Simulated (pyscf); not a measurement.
HO–SiH₂–OH (SMILES O[SiH2]O) + H₂O (SMILES O) → HO–SiH(OH)–OH (SMILES O[SiH](O)O) + H₂ (SMILES [H][H]), a four-centre exchange (singlet surface; H–Si, H–O broken, O–Si, H–H formed). Structures and frequencies: ωB97X-D3(BJ)/def2-SVP in PySCF. Energies in eV from the separated reactants.

AM1 to PM7: differences of heats of formation from MOPAC, which are fitted to 298 K values and so differ in kind from electronic energies by zero-point and thermal terms. 

Task: In single points PM3 puts the saddle at 2.00 eV and the reaction energy at -1.84 eV. Should these be trusted to within a few kcal/mol? Compare with ωB97M-D3(BJ)/def2-TZVP.

Result: ωB97M-D3(BJ)/def2-TZVP gives ΔE‡ = 1.23 eV and ΔE = -1.07 eV. PM3 lies 0.77 eV over it in the barrier and 0.77 eV under it in the reaction energy, so on this step it does not hold to within 0.13 eV. ωB97M-D3(BJ)/def2-TZVP has limits of its own. On the reactant side the descent ends in a complex (not fully relaxed), 0.20 eV under the separated species and 1.47 eV under the saddle at ωB97X-D3(BJ)/def2-TZVP. This is the saddle that the search found; another between the same sides may lie lower.
